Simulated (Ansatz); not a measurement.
Abridged output of a molecular run in Ansatz:

```
Functional definition: HF
1553 factors; integrals over basis functions are off by at most 8.0e-4 eV
mean field evaluation 1: about -16724.5067 eV, gradient 3.5e1 eV
mean field evaluation 2: about -16724.7592 eV, gradient 3.5e1 eV
mean field evaluation 4: about -16728.0371 eV, gradient 4.2e0 eV
mean field evaluation 8: about -16728.1016 eV, gradient 3.4e-1 eV
mean field evaluation 16: about -16728.1022 eV, gradient 1.8e-6 eV
mean field -16728.10221199 eV, -614.7464175755 hartree, gradient 1.8e-6 eV, S^2 0.000000; 0 other end points of the search recorded, 0 dependent functions left out
9 core orbitals not correlated: weight in the atoms' cores, before any rotation towards them, 1.000 or more for the frozen orbitals, at most 0.000 for the correlated occupied ones
reference -16728.10221199 eV, -614.7464175755 hartree; 16, 16 occupied and 239, 239 virtual orbitals, 1553 factors
second order -25.88383694 eV of doubles, -0.00000000 eV of singles
cycle   1  -26.49827181 eV  change   -6.1e-1 eV  update   1.0e-1
cycle   2  -27.09679645 eV  change   -6.0e-1 eV  update   3.0e-2
cycle   3  -27.22302914 eV  change   -1.3e-1 eV  update   1.5e-2
cycle   4  -27.21618582 eV  change    6.8e-3 eV  update   3.1e-3
cycle   5  -27.21491191 eV  change    1.3e-3 eV  update   1.3e-3
cycle   6  -27.21529271 eV  change   -3.8e-4 eV  update   4.2e-4
cycle   7  -27.21509293 eV  change    2.0e-4 eV  update   1.8e-4
cycle   8  -27.21501654 eV  change    7.6e-5 eV  update   5.9e-5
cycle   9  -27.21503050 eV  change   -1.4e-5 eV  update   2.4e-5
perturbative correction -1.05166207 eV, -0.0386478684 hartree
Total energy: -16756.36890456 eV, -615.7851993676 hartree
```

Its atoms:

```xyz
12

C    -0.633   -0.663   -1.107
C    -0.638   -0.031    0.272
C     0.519    0.912    0.514
F     0.303    1.572    1.710
S     2.145    0.141    0.502
H     0.257   -1.277   -1.259
H    -0.649    0.099   -1.891
H    -1.512   -1.295   -1.241
H    -0.629   -0.797    1.054
H    -1.552    0.554    0.417
H     0.573    1.675   -0.271
H     1.817   -0.890    1.299
```

Which basis set was used?
A. def2-TZVPPD
B. def2-SVPD
C. def2-SVP
D. def2-TZVPP

D. It gives 264 functions.

Write the keys of the input that set method, charge and spin (a neutral closed shell needs none for the last two).


```yaml
correlation: {method: ccsd_t}
```
